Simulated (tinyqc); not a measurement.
Inside a calculation. Method: RHF in the sto-3g basis, for H2O, spin multiplicity 1. Computed by tinyqc, a small Python program that keeps every step (integrals from PySCF). Settings: charge = 0, multiplicity = 1, basis = sto-3g, energy threshold = 1e-08, iteration cap = 65, orthogonalisation = canonical, start = core, DIIS depth = 8, DIIS from iteration = 3, method = RHF. Command: `OMP_NUM_THREADS=1 python tinyqc.py 25667 25668 out.jsonl` (the two numbers bound the seeds that draw the settings). One thread of a shared host (Intel(R) Xeon(R) Processor @ 2.60GHz), about 0.06 s of CPU time with the checks. Later iterations appear only in the table of the cycle.

## One-electron integrals

Geometry (angstrom):
```
atom         x          y         z
O     0.000000   0.000000  0.000000
H     0.000000   0.748000  0.486000
H     0.000000  -0.748000  0.486000
```

Basis sto-3g: exponents (1/bohr^2) and contraction coefficients of normalised primitives:
```
element  l (shell)    exponent  coefficient
O            s (1)  130.709320     0.154329
O            s (1)   23.808861     0.535328
O            s (1)    6.443608     0.444635
O            s (2)    5.033151    -0.099967
O            s (2)    1.169596     0.399513
O            s (2)    0.380389     0.700115
O            p (3)    5.033151     0.155916
O            p (3)    1.169596     0.607684
O            p (3)    0.380389     0.391957
H            s (1)    3.425251     0.154329
H            s (1)    0.623914     0.535328
H            s (1)    0.168855     0.444635
```

Overlap, kinetic and nuclear-attraction integrals over the contracted functions; the nuclear repulsion is the sum of Za Zb / Rab.

nuclear repulsion = 9.84548127 hartree

overlap S, lower triangle:
```
           1O 1s     1O 2s    1O 2px     1O 2py    1O 2pz     2H 1s     3H 1s
1O 1s   1.000000
1O 2s   0.236704  1.000000
1O 2px  0.000000  0.000000  1.000000
1O 2py  0.000000  0.000000  0.000000   1.000000
1O 2pz  0.000000  0.000000  0.000000   0.000000  1.000000
2H 1s   0.062950  0.518490  0.000000   0.348012  0.226115  1.000000
3H 1s   0.062950  0.518490  0.000000  -0.348012  0.226115  0.258260  1.000000
```

kinetic energy T (hartree), lower triangle:
```
            1O 1s     1O 2s    1O 2px     1O 2py    1O 2pz     2H 1s     3H 1s
1O 1s   29.003200
1O 2s   -0.168011  0.808128
1O 2px   0.000000  0.000000  2.528731
1O 2py   0.000000  0.000000  0.000000   2.528731
1O 2pz   0.000000  0.000000  0.000000   0.000000  2.528731
2H 1s    0.002999  0.162339  0.000000   0.282425  0.183501  0.760032
3H 1s    0.002999  0.162339  0.000000  -0.282425  0.183501  0.009983  0.760032
```

nuclear attraction V (hartree), lower triangle:
```
             1O 1s       1O 2s      1O 2px      1O 2py      1O 2pz      2H 1s      3H 1s
1O 1s   -61.804924
1O 2s    -7.463921  -10.214888
1O 2px    0.000000    0.000000  -10.044920
1O 2py    0.000000    0.000000    0.000000  -10.249469
1O 2pz   -0.019478   -0.222690    0.000000    0.000000  -10.131271
2H 1s    -2.047707   -4.332187    0.000000   -2.602022   -1.763412  -6.101960
3H 1s    -2.047707   -4.332187    0.000000    2.602022   -1.763412  -1.753825  -6.101960
```

core Hamiltonian H = T + V (hartree), lower triangle:
```
             1O 1s      1O 2s     1O 2px     1O 2py     1O 2pz      2H 1s      3H 1s
1O 1s   -32.801724
1O 2s    -7.631932  -9.406760
1O 2px    0.000000   0.000000  -7.516188
1O 2py    0.000000   0.000000   0.000000  -7.720738
1O 2pz   -0.019478  -0.222690   0.000000   0.000000  -7.602540
2H 1s    -2.044708  -4.169847   0.000000  -2.319597  -1.579911  -5.341928
3H 1s    -2.044708  -4.169847   0.000000   2.319597  -1.579911  -1.743842  -5.341928
```

## Two-electron integrals

Functions are numbered as in S; the eight-fold symmetry (ij|kl) = (ji|kl) = (kl|ij) leaves the list below.

Two-electron integrals (ij|kl) in chemists' order, unique and non-zero (hartree):
```
(11|11) 4.785065    (21|11) 0.741380    (21|21) 0.136873    (22|11) 1.118947
(22|21) 0.256633    (22|22) 0.817206    (31|31) 0.024477    (32|31) 0.037809
(32|32) 0.180518    (33|11) 1.115814    (33|21) 0.256684    (33|22) 0.817023
(33|33) 0.880159    (41|41) 0.024477    (42|41) 0.037809    (42|42) 0.180518
(43|43) 0.047444    (44|11) 1.115814    (44|21) 0.256684    (44|22) 0.817023
(44|33) 0.785270    (44|44) 0.880159    (51|51) 0.024477    (52|51) 0.037809
(52|52) 0.180518    (53|53) 0.047444    (54|54) 0.047444    (55|11) 1.115814
(55|21) 0.256684    (55|22) 0.817023    (55|33) 0.785270    (55|44) 0.785270
(55|55) 0.880159    (61|11) 0.200761    (61|21) 0.036711    (61|22) 0.068255
(61|33) 0.068130    (61|41) 0.001399    (61|42) 0.002604    (61|44) 0.068400
(61|51) 0.000909    (61|52) 0.001692    (61|54) 0.000176    (61|55) 0.068244
(61|61) 0.009971    (62|11) 0.450878    (62|21) 0.104540    (62|22) 0.364216
(62|33) 0.358368    (62|41) 0.006498    (62|42) 0.048003    (62|44) 0.370470
(62|51) 0.004222    (62|52) 0.031189    (62|54) 0.007863    (62|55) 0.363477
(62|61) 0.028498    (62|62) 0.194921    (63|31) 0.011385    (63|32) 0.064624
(63|43) 0.010170    (63|53) 0.006608    (63|63) 0.029023    (64|11) 0.258423
(64|21) 0.060743    (64|22) 0.226121    (64|33) 0.215684    (64|41) 0.014734
(64|42) 0.093218    (64|44) 0.243567    (64|51) 0.002176    (64|52) 0.018578
(64|54) 0.011509    (64|55) 0.218868    (64|61) 0.017349    (64|62) 0.147019
(64|64) 0.138781    (65|11) 0.167906    (65|21) 0.039466    (65|22) 0.146918
(65|33) 0.140137    (65|41) 0.002176    (65|42) 0.018578    (65|44) 0.145038
(65|51) 0.012799    (65|52) 0.076695    (65|54) 0.013354    (65|55) 0.155421
(65|61) 0.011272    (65|62) 0.095523    (65|64) 0.071313    (65|65) 0.075358
(66|11) 0.564354    (66|21) 0.132963    (66|22) 0.527250    (66|33) 0.505781
(66|41) 0.011479    (66|42) 0.113541    (66|44) 0.550636    (66|51) 0.007458
(66|52) 0.073771    (66|54) 0.029144    (66|55) 0.524717    (66|61) 0.036637
(66|62) 0.342791    (66|64) 0.295736    (66|65) 0.192149    (66|66) 0.774606
(71|11) 0.200761    (71|21) 0.036711    (71|22) 0.068255    (71|33) 0.068130
(71|41) -0.001399   (71|42) -0.002604   (71|44) 0.068400    (71|51) 0.000909
(71|52) 0.001692    (71|54) -0.000176   (71|55) 0.068244    (71|61) 0.009803
(71|62) 0.027526    (71|64) 0.015216    (71|65) 0.010891    (71|66) 0.034856
(71|71) 0.009971    (72|11) 0.450878    (72|21) 0.104540    (72|22) 0.364216
(72|33) 0.358368    (72|41) -0.006498   (72|42) -0.048003   (72|44) 0.370470
(72|51) 0.004222    (72|52) 0.031189    (72|54) -0.007863   (72|55) 0.363477
(72|61) 0.027526    (72|62) 0.158704    (72|64) 0.082075    (72|65) 0.075534
(72|66) 0.230903    (72|71) 0.028498    (72|72) 0.194921    (73|31) 0.011385
(73|32) 0.064624    (73|43) -0.010170   (73|53) 0.006608    (73|63) 0.022859
(73|73) 0.029023    (74|11) -0.258423   (74|21) -0.060743   (74|22) -0.226121
(74|33) -0.215684   (74|41) 0.014734    (74|42) 0.093218    (74|44) -0.243567
(74|51) -0.002176   (74|52) -0.018578   (74|54) 0.011509    (74|55) -0.218868
(74|61) -0.015216   (74|62) -0.082075   (74|64) -0.019964   (74|65) -0.038111
(74|66) -0.104016   (74|71) -0.017349   (74|72) -0.147019   (74|74) 0.138781
(75|11) 0.167906    (75|21) 0.039466    (75|22) 0.146918    (75|33) 0.140137
(75|41) -0.002176   (75|42) -0.018578   (75|44) 0.145038    (75|51) 0.012799
(75|52) 0.076695    (75|54) -0.013354   (75|55) 0.155421    (75|61) 0.010891
(75|62) 0.075534    (75|64) 0.038111    (75|65) 0.058257    (75|66) 0.120747
(75|71) 0.011272    (75|72) 0.095523    (75|74) -0.071313   (75|75) 0.075358
(76|11) 0.176291    (76|21) 0.041163    (76|22) 0.153193    (76|33) 0.150124
(76|44) 0.153495    (76|51) 0.002728    (76|52) 0.023051    (76|55) 0.155803
(76|61) 0.011079    (76|62) 0.079089    (76|64) 0.051308    (76|65) 0.043576
(76|66) 0.138633    (76|71) 0.011079    (76|72) 0.079089    (76|74) -0.051308
(76|75) 0.043576    (76|76) 0.037891    (77|11) 0.564354    (77|21) 0.132963
(77|22) 0.527250    (77|33) 0.505781    (77|41) -0.011479   (77|42) -0.113541
(77|44) 0.550636    (77|51) 0.007458    (77|52) 0.073771    (77|54) -0.029144
(77|55) 0.524717    (77|61) 0.034856    (77|62) 0.230903    (77|64) 0.104016
(77|65) 0.120747    (77|66) 0.346635    (77|71) 0.036637    (77|72) 0.342791
(77|74) -0.295736   (77|75) 0.192149    (77|76) 0.138633    (77|77) 0.774606
```

## Orthogonalisation

S = U s U^T; canonical form X = U s^(-1/2), so that X^T S X = 1. Each column of U has its largest component positive (the first on a tie).

eigenvalues of S: 0.301307  0.362048  0.894031  1.000000  1.078614  1.379692  1.984308

X:
```
                1          2          3         4          5          6         7
1O 1s   -0.292955   0.000000   0.772993  0.000000  -0.605671   0.000000  0.149357
1O 2s    1.292291   0.000000  -0.266705  0.000000  -0.264045   0.000000  0.424765
1O 2px   0.000000   0.000000   0.000000  1.000000   0.000000   0.000000  0.000000
1O 2py   0.000000   1.015160   0.000000  0.000000   0.000000   0.674070  0.000000
1O 2pz   0.520290   0.000000   0.636682  0.000000   0.680146   0.000000  0.169578
2H 1s   -0.803846  -0.930461  -0.149191  0.000000   0.118235   0.367715  0.369097
3H 1s   -0.803846   0.930461  -0.149191  0.000000   0.118235  -0.367715  0.369097
```

## Starting guess

The start is the orbitals of the core Hamiltonian; D = 2 C_occ C_occ^T.

D at the start, lower triangle:
```
            1O 1s      1O 2s    1O 2px     1O 2py     1O 2pz      2H 1s     3H 1s
1O 1s    2.137327
1O 2s   -0.631522   2.893780
1O 2px   0.000000   0.000000  2.000000
1O 2py   0.000000   0.000000  0.000000   2.529660
1O 2pz  -0.059729   0.383675  0.000000   0.000000   2.183206
2H 1s    0.098513  -0.447854  0.000000  -0.475900  -0.255636   0.176910
3H 1s    0.098513  -0.447854  0.000000   0.475900  -0.255636  -0.002151  0.176910
```

## Iteration 1: building the Fock matrix

J_ij = sum D_kl (ij|kl), K_ij = sum D_kl (ik|jl); F = H + J - 0.5 K; E = tr D H + tr D J / 2 - 0.25 tr D K + E_nn.

Coulomb J (hartree), lower triangle:
```
            1O 1s      1O 2s    1O 2px     1O 2py    1O 2pz     2H 1s     3H 1s
1O 1s   18.825845
1O 2s    3.595494   8.896448
1O 2px   0.000000   0.000000  8.895429
1O 2py   0.000000   0.000000  0.000000   8.881881
1O 2pz   0.004280  -0.008989  0.000000   0.000000  8.888691
2H 1s    0.963695   3.846403  0.000000   2.333972  1.511833  5.327310
3H 1s    0.963695   3.846403  0.000000  -2.333972  1.511833  1.583501  5.327310
```

exchange K (hartree), lower triangle:
```
           1O 1s      1O 2s    1O 2px     1O 2py    1O 2pz     2H 1s     3H 1s
1O 1s   9.864489
1O 2s   1.727510   2.878760
1O 2px  0.000000   0.000000  2.383631
1O 2py  0.000000   0.000000  0.000000   2.364497
1O 2pz  0.001544  -0.002524  0.000000   0.000000  2.373135
2H 1s   0.483780   1.101783  0.000000   0.496070  0.320922  0.616462
3H 1s   0.483780   1.101783  0.000000  -0.496070  0.320922  0.370269  0.616462
```

Fock matrix F (hartree), lower triangle:
```
             1O 1s      1O 2s    1O 2px     1O 2py     1O 2pz      2H 1s      3H 1s
1O 1s   -18.908124
1O 2s    -4.900194  -1.949692
1O 2px    0.000000   0.000000  0.187425
1O 2py    0.000000   0.000000  0.000000  -0.021105
1O 2pz   -0.015970  -0.230417  0.000000   0.000000   0.099584
2H 1s    -1.322903  -0.874336  0.000000  -0.233660  -0.228540  -0.322849
3H 1s    -1.322903  -0.874336  0.000000   0.233660  -0.228540  -0.345476  -0.322849
```

total energy of this density = -73.20327696 hartree

## Iteration 1: diagonalisation and new density

Diagonalise F' = X^T F X, C = X C', fill 5 alpha and 5 beta electrons from the bottom; D = 2 C_occ C_occ^T. Each column has its largest component positive (the first on a tie).

F' = X^T F X (hartree), lower triangle:
```
           1         2          3         4          5          6          7
1   0.459033
2   0.000000  0.900259
3   1.147609  0.000000  -8.785101
4   0.000000  0.000000   0.000000  0.187425
5  -0.846766  0.000000   8.586032  0.000000  -8.101557
6   0.000000  0.088730   0.000000  0.000000   0.000000  -0.235136
7   0.065831  0.000000  -3.855795  0.000000   3.783394   0.000000  -2.505790
```

orbital energies (hartree): MO1 -18.920144, MO2 -0.833582, MO3 -0.242028, MO4 0.111133, MO5 0.187425, MO6 0.709178, MO7 0.907151

coefficients C:
```
              MO1        MO2        MO3        MO4       MO5        MO6        MO7
1O 1s    0.992843  -0.228584   0.000000   0.121200  0.000000  -0.140746   0.000000
1O 2s    0.033077   0.785438   0.000000  -0.607740  0.000000   1.001967   0.000000
1O 2px   0.000000   0.000000   0.000000   0.000000  1.000000   0.000000   0.000000
1O 2py   0.000000   0.000000   0.593428   0.000000  0.000000   0.000000   1.064314
1O 2pz   0.004608   0.204707   0.000000   0.787273  0.000000   0.711123   0.000000
2H 1s   -0.007922   0.170989   0.438669   0.254279  0.000000  -0.851282  -0.899189
3H 1s   -0.007922   0.170989  -0.438669   0.254279  0.000000  -0.851282   0.899189
```

D after iteration 1, lower triangle:
```
            1O 1s      1O 2s    1O 2px     1O 2py    1O 2pz      2H 1s     3H 1s
1O 1s    2.105353
1O 2s   -0.440712   1.974709
1O 2px   0.000000   0.000000  2.000000
1O 2py   0.000000   0.000000  0.000000   0.704313
1O 2pz   0.106398  -0.635041  0.000000   0.000000  1.323450
2H 1s   -0.032263  -0.040994  0.000000   0.520637  0.470307   0.572777
3H 1s   -0.032263  -0.040994  0.000000  -0.520637  0.470307  -0.196946  0.572777
```

## Iteration 2: building the Fock matrix

As before.

Coulomb J (hartree), lower triangle:
```
            1O 1s     1O 2s    1O 2px     1O 2py    1O 2pz     2H 1s     3H 1s
1O 1s   17.455877
1O 2s    3.295830  8.256509
1O 2px   0.000000  0.000000  8.254489
1O 2py   0.000000  0.000000  0.000000   8.246868
1O 2pz  -0.007542  0.031840  0.000000   0.000000  8.244280
2H 1s    0.883367  3.660610  0.000000   2.262594  1.488488  5.360376
3H 1s    0.883367  3.660610  0.000000  -2.262594  1.488488  1.541558  5.360376
```

exchange K (hartree), lower triangle:
```
           1O 1s      1O 2s    1O 2px     1O 2py    1O 2pz     2H 1s     3H 1s
1O 1s   9.769912
1O 2s   1.657688   2.649005
1O 2px  0.000000   0.000000  2.276992
1O 2py  0.000000   0.000000  0.000000   1.830815
1O 2pz  0.007345  -0.098328  0.000000   0.000000  2.037177
2H 1s   0.461143   1.257723  0.000000   0.748110  0.522990  1.366735
3H 1s   0.461143   1.257723  0.000000  -0.748110  0.522990  0.479296  1.366735
```

Fock matrix F (hartree), lower triangle:
```
             1O 1s      1O 2s     1O 2px     1O 2py     1O 2pz      2H 1s      3H 1s
1O 1s   -20.230803
1O 2s    -5.164946  -2.474753
1O 2px    0.000000   0.000000  -0.400195
1O 2py    0.000000   0.000000   0.000000  -0.389278
1O 2pz   -0.030692  -0.141685   0.000000   0.000000  -0.376848
2H 1s    -1.391913  -1.138099   0.000000  -0.431058  -0.352918  -0.664920
3H 1s    -1.391913  -1.138099   0.000000   0.431058  -0.352918  -0.441932  -0.664920
```

total energy of this density = -74.93403680 hartree

## Iteration 2: diagonalisation and new density

As before.

F' = X^T F X (hartree), lower triangle:
```
           1         2          3          4          5          6          7
1   0.336292
2   0.000000  0.841374
3   1.352419  0.000000  -9.723775
4   0.000000  0.000000   0.000000  -0.400195
5  -0.861701  0.000000   8.932945   0.000000  -8.947755
6   0.000000  0.105106   0.000000   0.000000   0.000000  -0.664557
7   0.020294  0.000000  -4.014997   0.000000   3.954840   0.000000  -2.996536
```

orbital energies (hartree): MO1 -20.239920, MO2 -1.300417, MO3 -0.671857, MO4 -0.443500, MO5 -0.400195, MO6 0.652064, MO7 0.848675

coefficients C:
```
              MO1        MO2        MO3        MO4       MO5        MO6        MO7
1O 1s    0.993963  -0.232733   0.000000   0.098821  0.000000  -0.143504   0.000000
1O 2s    0.028128   0.820677   0.000000  -0.525576  0.000000   1.020177   0.000000
1O 2px   0.000000   0.000000   0.000000   0.000000  1.000000   0.000000   0.000000
1O 2py   0.000000   0.000000   0.602109   0.000000  0.000000   0.000000   1.059427
1O 2pz   0.004628   0.138376   0.000000   0.815061  0.000000   0.695649   0.000000
2H 1s   -0.006799   0.158520   0.431304   0.248893  0.000000  -0.855287  -0.902745
3H 1s   -0.006799   0.158520  -0.431304   0.248893  0.000000  -0.855287   0.902745
```

D after iteration 2, lower triangle:
```
            1O 1s      1O 2s    1O 2px     1O 2py    1O 2pz      2H 1s     3H 1s
1O 1s    2.103785
1O 2s   -0.429957   1.901064
1O 2px   0.000000   0.000000  2.000000
1O 2py   0.000000   0.000000  0.000000   0.725070
1O 2pz   0.105881  -0.629367  0.000000   0.000000  1.366986
2H 1s   -0.038110  -0.001819  0.000000   0.519384  0.449534   0.546292
3H 1s   -0.038110  -0.001819  0.000000  -0.519384  0.449534  -0.197801  0.546292
```

## Iteration 7 (converged): orbitals

converged F (hartree), lower triangle:
```
             1O 1s      1O 2s     1O 2px     1O 2py     1O 2pz      2H 1s      3H 1s
1O 1s   -20.211628
1O 2s    -5.161819  -2.461200
1O 2px    0.000000   0.000000  -0.389282
1O 2py    0.000000   0.000000   0.000000  -0.384154
1O 2pz   -0.030272  -0.142894   0.000000   0.000000  -0.379721
2H 1s    -1.391220  -1.137668   0.000000  -0.430578  -0.349462  -0.663865
3H 1s    -1.391220  -1.137668   0.000000   0.430578  -0.349462  -0.442085  -0.663865
```

As before.

F' = X^T F X (hartree), lower triangle:
```
           1         2          3          4          5          6          7
1   0.349921
2   0.000000  0.846933
3   1.340447  0.000000  -9.714507
4   0.000000  0.000000   0.000000  -0.389282
5  -0.869842  0.000000   8.924072   0.000000  -8.939132
6   0.000000  0.107542   0.000000   0.000000   0.000000  -0.661427
7   0.025985  0.000000  -4.012330   0.000000   3.951657   0.000000  -2.991968
```

orbital energies (hartree): MO1 -20.220807, MO2 -1.291409, MO3 -0.669055, MO4 -0.438055, MO5 -0.389282, MO6 0.654585, MO7 0.854562

coefficients C:
```
              MO1        MO2        MO3        MO4       MO5        MO6        MO7
1O 1s    0.993942  -0.231495   0.000000   0.098639  0.000000  -0.145761   0.000000
1O 2s    0.028213   0.812536   0.000000  -0.518760  0.000000   1.030131   0.000000
1O 2px   0.000000   0.000000   0.000000   0.000000  1.000000   0.000000   0.000000
1O 2py   0.000000   0.000000   0.600547   0.000000  0.000000   0.000000   1.060313
1O 2pz   0.004616   0.140349   0.000000   0.822276  0.000000   0.686706   0.000000
2H 1s   -0.006804   0.164091   0.432633   0.237826  0.000000  -0.857383  -0.902108
3H 1s   -0.006804   0.164091  -0.432633   0.237826  0.000000  -0.857383   0.902108
```

D after iteration 7, lower triangle:
```
            1O 1s      1O 2s    1O 2px     1O 2py    1O 2pz      2H 1s     3H 1s
1O 1s    2.102480
1O 2s   -0.422452   1.860247
1O 2px   0.000000   0.000000  2.000000
1O 2py   0.000000   0.000000  0.000000   0.721314
1O 2pz   0.106413  -0.624791  0.000000   0.000000  1.391712
2H 1s   -0.042580   0.019526  0.000000   0.519634  0.437114   0.541410
3H 1s   -0.042580   0.019526  0.000000  -0.519634  0.437114  -0.207277  0.541410
```

## Convergence

Stop when the energy changes by less than 1e-08 hartree and every element of the error matrix X^T (F D S - S D F) X is below 3e-05.

Course of the cycle:
```
iteration   E (hartree)     change  largest element of the error matrix
1          -73.20327696          -                             1.12e+00
2          -74.93403680  -1.73e+00                             6.48e-02
3          -74.93594223  -1.91e-03                             1.40e-02
4          -74.93614421  -2.02e-04                             5.34e-03
5          -74.93618023  -3.60e-05                             5.28e-04
6          -74.93618073  -4.98e-07                             2.85e-05
7          -74.93618073  -6.72e-10                             2.52e-07
```

PySCF RHF in the same basis = -74.93618073 hartree

Converged in 7 iterations.

## Populations, bond orders and dipole

Mulliken: Z minus the diagonal of D S on the atom; Loewdin: the same with S^(1/2) D S^(1/2); Mayer order: 2 sum_s sum (D(s) S)_ij (D(s) S)_ji over the two atoms.

Charges (e):
```
atom   Mulliken    Loewdin
1O    -0.450002  -0.303475
2H     0.225001   0.151737
3H     0.225001   0.151737
```

Mayer bond orders:
```
pair     order
2-1   0.929208
3-1   0.929208
3-2   0.020167
```

dipole moment about the origin, x y z (debye): 0.000000  0.000000  1.726203
